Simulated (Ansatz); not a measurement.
The reference is GaSb in the zinc blende structure (space group F-43m, No. 216; a = 6.134 Å).

Method: r2SCAN in Ansatz (plane waves to 500 eV, PAW, no spin-orbit coupling), earlier PAW set.

It is then changed as follows: every Ga is replaced by In, then cell and atoms are relaxed.

Measured lattice parameter a: GaSb 6.0959 Å (room temperature; as listed in I. Vurgaftman, J. R. Meyer, L. R. Ram-Mohan, Journal of Applied Physics (2001)); InSb 6.468 Å (static lattice; corrected from measurement; as listed in Daniel Mejia-Rodriguez, S. B. Trickey, Phys. Rev. B (2018)).

Problem. How well does r2SCAN reproduce the measured shift?

Solution. With r2SCAN the lattice parameter a moves by +0.424 Å (6.134 → 6.558) against +0.372 Å measured. The two measured values stand on different bases (one corrected, one not), which blurs small differences.

Whether these cells are dynamically stable was not tested. All final runs are without spin polarisation.

Ansatz is an electronic-structure program.
